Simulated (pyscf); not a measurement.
Routes from `[InH]` [singlet] + `[OH][SiH3]`

Candidate steps break at most two bonds and form at most two. Each was searched with GFN2-xTB (tblite) first. PySCF, gas phase, ωB97X-D3(BJ)/def2-SVP geometries. Energies: ωB97M-D3(BJ)/def2-TZVP, kcal/mol, from the separated reactants, singlet surface; ΔG‡ with ideal gas, 1 atm, RRHO with modes under 100 cm⁻¹ raised to 100, one conformer, R ln 2 for chiral ones without a mode under 150 cm⁻¹.

```json
[
 {"products": "H₃Si–O–In [singlet] + H₂", "type": "four-centre exchange", "ΔE‡": "-0.8", "ΔE": "-27.8", "ΔG‡ 298 K": "6.5", "ΔG‡ 900 K": "24.8", "ν‡ (cm⁻¹)": "1269i"},
 {"products": "H₃Si–O–InH₂", "type": "insertion", "ΔE‡": "34.2", "ΔE": "-12.7", "ΔG‡ 298 K": "40.9", "ΔG‡ 900 K": "58.9", "ν‡ (cm⁻¹)": "1443i"}
]
```

Row 1: On the reactant side the descent ends in a bound adduct, 10.2 kcal/mol under the separated species and 6.7 kcal/mol under the saddle at ωB97X-D3(BJ)/def2-TZVP. Row 2: On the reactant side the descent ends in an adduct with a In–O contact (not fully relaxed), 10.8 kcal/mol under the separated species and 42.3 kcal/mol under the saddle at ωB97X-D3(BJ)/def2-TZVP. 

Plain bond fissions and candidates not yet searched are not listed, and one of them may be faster. Each barrier is that of the saddle found; lower ones may exist. Elements past Kr carry the def2 core potentials, without spin-orbit coupling.
